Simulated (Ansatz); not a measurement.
A first try at a ladder of basis sets of BS (charge +1), using the Python package of Ansatz (0.2.0).

Script `basis.py`:
```python
"""Basis-set convergence for BS(+)."""

import ansatz


def main() -> None:
    geometry_ang = [
        ("B", (0.0, 0.0, 0.0)),
        ("S", (0.0, 0.0, 1.9)),
    ]
    molecule = ansatz.Crystal.molecule()
    for symbol, xyz in geometry_ang:
        molecule = molecule.atom(symbol, xyz)

    setup = molecule.calculation()
    setup = setup.functional("b3lyp")
    setup = setup.charge(1)
    setup = setup.spin("collinear", total=2)

    energies = {}
    for basis in ["cc-pVDZ", "cc-pVTZ"]:
        rep = setup.basis(gaussian=basis).run(outdir="tmp").report
        size = rep["n_frozen"] + rep["n_occupied"][0] + rep["n_virtual"][0]
        energies[basis] = (rep["reference_energy_ev"] / 27.211386246, rep["free_energy_ev"] / 27.211386246)
        print(f"{basis:14s} {size:4d} orbitals  reference {energies[basis][0]:14.6f} Ha  total {energies[basis][1]:14.6f} Ha")

    last = energies["cc-pVTZ"][1]
    for basis, (_, total) in energies.items():
        print(f"{basis:14s} lies {27.211386 * (total - last):9.4f} eV above cc-pVTZ")


if __name__ == "__main__":
    main()
```

Output of `python basis.py`:
```text
Traceback (most recent call last):
  File "basis.py", line 33, in <module>
    main()
    ~~~~^^
  File "basis.py", line 22, in main
    rep = setup.basis(gaussian=basis).run(outdir="tmp").report
          ~~~~~~~~~~~~~~~~~~~~~~~~~~~~~~~^^^^^^^^^^^^^^
TypeError: Calculation.run() got an unexpected keyword argument 'outdir'
```

Find the fault and give the corrected script.

The fault: run() has no such keyword. The change:

Script `basis.py`:
```python
"""Basis-set convergence for BS(+)."""

import ansatz


def main() -> None:
    geometry_ang = [
        ("B", (0.0, 0.0, 0.0)),
        ("S", (0.0, 0.0, 1.9)),
    ]
    molecule = ansatz.Crystal.molecule()
    for symbol, xyz in geometry_ang:
        molecule = molecule.atom(symbol, xyz)

    setup = molecule.calculation()
    setup = setup.functional("b3lyp")
    setup = setup.charge(1)
    setup = setup.spin("collinear", total=2)

    energies = {}
    for basis in ["cc-pVDZ", "cc-pVTZ"]:
        rep = setup.basis(gaussian=basis).run().report
        size = rep["n_frozen"] + rep["n_occupied"][0] + rep["n_virtual"][0]
        energies[basis] = (rep["reference_energy_ev"] / 27.211386246, rep["free_energy_ev"] / 27.211386246)
        print(f"{basis:14s} {size:4d} orbitals  reference {energies[basis][0]:14.6f} Ha  total {energies[basis][1]:14.6f} Ha")

    last = energies["cc-pVTZ"][1]
    for basis, (_, total) in energies.items():
        print(f"{basis:14s} lies {27.211386 * (total - last):9.4f} eV above cc-pVTZ")


if __name__ == "__main__":
    main()
```

With that change:

```console
$ python basis.py
cc-pVDZ          32 orbitals  reference    -422.572611 Ha  total    -422.572611 Ha
cc-pVTZ          64 orbitals  reference    -422.589974 Ha  total    -422.589974 Ha
cc-pVDZ        lies    0.4725 eV above cc-pVTZ
cc-pVTZ        lies    0.0000 eV above cc-pVTZ
```

Caveats:
- The drop along the ladder measures the basis error, and is no property of the molecule.
- The geometry is a force-field or estimated start, not a minimum of this method, and the last set is no limit. Much of the fall in a total is atomic energy, which cancels in bond and reaction energies.
- The run takes the species as open-shell (spin multiplicity 3), which needn't be its ground state.
- b3lyp holds the VWN-RPA fit, as in Gaussian; the form of ORCA and Turbomole is b3lyp5.
- For Al to Cl the sets with a tight d function, cc-pV(X+d)Z, are usual.
- The spin state was assumed, and another may lie lower.
- Run time: 5.2 s on 1 thread of AMD EPYC 7571, on a shared host, peak memory 0.18 GiB.
